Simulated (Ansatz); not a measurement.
```yaml
crystal:
  periodic: [false, false, false]
  atoms:
    - {symbol: Al, position_ang: [-1.680591, -0.157655, 0.000000]}
    - {symbol: Al, position_ang: [0.570009, 0.192345, 0.000000]}
    - {symbol: B, position_ang: [2.476509, -0.157655, 0.000000]}
    - {symbol: H, position_ang: [3.166509, 0.762345, 0.000000]}
basis:
  gaussian: {orbitals: def2-TZVP}
hamiltonian: {xc: pbe0}
relax: {f_tol: 0.004, max_steps: 80}
```

```sh
$ ansatz run in.yaml --threads 1 --pin off --events-out ev --progress --plain --max-ram 2176MiB
```

Steps of the relaxation (energy above the last step; positions in Å, forces in eV/Å):

```
4
step 1, 2913.3 meV
Al   -1.681   -0.158    0.000   -2.591   -0.450    0.000
Al    0.570    0.192    0.000    1.675    0.185    0.000
B     2.477   -0.158    0.000   -0.607   -0.417    0.000
H     3.167    0.762    0.000    1.523    0.682    0.000
```

```
4
step 2, 2367.3 meV
Al   -1.860   -0.206    0.000   -1.459   -0.264    0.018
Al    0.547    0.199    0.000    0.532   -0.007   -0.034
B     2.485   -0.088    0.000    0.489    0.816    0.002
H     3.361    0.735    0.000    0.438   -0.544    0.014
```

```
4
step 3, 2139.7 meV
Al   -1.957   -0.226    0.002   -1.154   -0.236    0.006
Al    0.550    0.195   -0.004    0.020    0.019   -0.012
B     2.505   -0.041    0.000    0.686    0.711    0.002
H     3.435    0.711    0.002    0.448   -0.495    0.004
```

```
4
step 4, 1924.7 meV
Al   -2.101   -0.260    0.002   -0.298   -0.109    0.001
Al    0.527    0.196   -0.003    0.341   -0.071   -0.001
B     2.554    0.034    0.000   -0.505    0.394    0.000
H     3.553    0.669    0.001    0.462   -0.214    0.000
```

```
4
step 6, 1765.5 meV
Al   -2.085   -0.458   -0.002    0.089   -0.006    0.000
Al    0.478    0.465    0.004   -0.126    0.038    0.001
B     2.471    0.267    0.000    0.294    0.023   -0.001
H     3.668    0.366   -0.001   -0.257   -0.055    0.000
```

```
4
step 10, 1639.4 meV
Al   -1.558   -0.770   -0.005    0.233    0.087    0.001
Al    0.418    1.171    0.010    0.009   -0.104   -0.001
B     2.248    0.246    0.000   -0.019    0.045    0.000
H     3.424   -0.008   -0.004   -0.223   -0.028    0.000
```

```
4
step 16, 533.8 meV
Al   -0.424   -0.814   -0.008    1.613    1.459   -0.100
Al    0.355    1.682    0.053   -0.214   -0.620   -0.046
B     1.764    0.160   -0.105   -1.147   -1.360    0.332
H     2.837   -0.388    0.060   -0.253    0.521   -0.187
```

```
4
step 20, 0.0 meV
Al   -0.285   -0.681   -0.031    0.001    0.001    0.000
Al    0.353    1.613    0.032    0.000   -0.001    0.000
B     1.657    0.014    0.000   -0.001    0.000    0.000
H     2.807   -0.306   -0.001    0.000    0.000    0.000
```

Close pairs at the end: B3–H4 1.194 Å, Al2–B3 2.063 Å, Al1–B3 2.063 Å, Al1–Al2 2.381 Å.

A stationary point of restricted PBE0 after 20 steps (its stability towards spin polarisation wasn't tested); no frequencies were run, so it isn't proven a minimum. 57 s on 1 thread of Intel Xeon 6975P-C, shared host.
